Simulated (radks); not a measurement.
# O²⁺ in [He] 2s2 2p2: an all-electron calculation

Aim: the levels, the sizes of the orbitals and the parts of the energy of the oxygen ion O2+.

Method: non-relativistic Kohn-Sham, PBE, spin-polarised, spherical densities, point nucleus; open shells are filled with parallel spins first. Code: radks (a radial shooting solver on a logarithmic mesh, Libxc functionals) version 1.

### Step 1. What is computed

- element: oxygen (Z = 8)
- charge: +2
- electrons: 6
- configuration: [He] 2s2 2p2

Outer shells as boxes (Hund's rule):

O²⁺
```
[He] core
2s [↑↓]
2p [↑ ][↑ ][  ]
```

### Step 2. The run

Input:

```text
Z 8
configuration [He] 2s2 2p2
relativity non-relativistic
functional pbe,pbe
spin polarised
nucleus point
```

**Question.** What will this run give?

**Answer**, as computed:

```
                        quantity                     value
                    total energy         -73.19357 hartree
exchange-correlation share of it                   10.08 %
                            −T/E                    0.9980
          highest occupied level         2p up, -45.089 eV
    most extended occupied level  2s down, <r> = 1.04 bohr
 radius at density 0.001 e/bohr³                 2.56 bohr
    maxima of the radial density                         2
         ionisation energy, NIST     54.936 (semi-emp.) eV
```

**Reading.** 2 principal shells are occupied and 2 maxima appear in the radial density. The ratio −T/E is 0.9980; for a non-relativistic Coulomb system it is 1 up to the kinetic part of correlation. The top level binds by 45.089 eV, 82 % of the NIST ionisation energy of 54.936 eV; the potential of a semilocal functional falls off too fast, so its top eigenvalue is too shallow. Open shells are spherical and high-spin; term and fine-structure splittings are not resolved.
